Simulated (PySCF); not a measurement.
Job file and geometry (Å, from PBE0-D3(BJ)/def2-SVP) of an NMR shielding run on Hydrogen peroxide (OO, H2O2), PySCF 2.14.0, density-fitted response routines, GIAO B97-2/pcSseg-2 NMR shielding, non-relativistic, gas phase; density fitting, a coarse starting grid and PySCF grid level 2 are the driver's defaults:

```
$ OMP_NUM_THREADS=1 python probes_run.py task.json out

{"job": {"kind": "nmr", "xc": "B97-2", "basis": "pcSseg-2", "pop": false}, "charge": 0, "multiplicity": 1}
O     -0.667413     0.167070     0.220400
O      0.666541     0.270472    -0.250415
H     -1.065790    -0.376155    -0.473027
H      1.149942    -0.151827     0.472582
```

**Question.** What does the program print?

**Answer.** 
```
coarse grid: 3416 points
cycle   1  E = -151.5183102145  dE =  1.241e-01  |g| = 5.149e-01  |ddm| = 1.259e+00
cycle   2  E = -151.5057948474  dE =  1.252e-02  |g| = 5.853e-01  |ddm| = 6.259e-01
cycle   3  E = -151.5663793338  dE = -6.058e-02  |g| = 6.235e-02  |ddm| = 3.359e-01
cycle   4  E = -151.5669666799  dE = -5.873e-04  |g| = 6.321e-03  |ddm| = 2.703e-02
cycle   5  E = -151.5669728463  dE = -6.166e-06  |g| = 8.006e-04  |ddm| = 2.868e-03
final grid: 33160 points
cycle   6  E = -151.5638574873  dE = -3.898e-05  |g| = 1.134e-03  |ddm| = 1.044e-02
cycle   7  E = -151.5638575929  dE = -1.056e-07  |g| = 4.453e-04  |ddm| = 8.336e-04
cycle   8  E = -151.5638575891  dE =  3.741e-09  |g| = 4.607e-04  |ddm| = 3.704e-04
cycle   9  E = -151.5638576234  dE = -3.429e-08  |g| = 1.022e-04  |ddm| = 2.020e-04
cycle  10  E = -151.5638576251  dE = -1.654e-09  |g| = 2.288e-05  |ddm| = 4.773e-05
cycle  11  E = -151.5638576251  dE = -9.226e-11  |g| = 3.154e-06  |ddm| = 1.268e-05
converged SCF energy = -151.5638576251

GIAO shielding tensors (ppm)
atom      isotropic    diamagn.    paramagn.     s11        s22        s33       span
  0 O      133.191     380.859    -247.667    -28.532     94.278    333.828    362.361
  1 O      133.164     380.761    -247.597    -28.601     94.284    333.808    362.409
  2 H       25.739      29.718      -3.979     19.675     23.813     33.728     14.053
  3 H       25.736      29.703      -3.967     19.670     23.812     33.726     14.056
```

**Question.** Turn these shieldings into chemical shifts. Scale: ¹⁷O (326.24 ppm) vs H2O; ¹H (31.36 ppm) vs TMS (reference shieldings calculated alike).

**Answer.** Averaging equivalent atoms: O 0/1: 193.1; H 2/3: 5.62 ppm. Experimental scales use liquid or dissolved standards, which lie at an offset from isolated H2O (liquid H2O: subtract about 36 ppm).

Size and cost of the density-fitted run: 100 basis functions, 1.5 s wall time on 1 thread of an Arm Neoverse V1, shared host; peak memory 0.34 GiB.
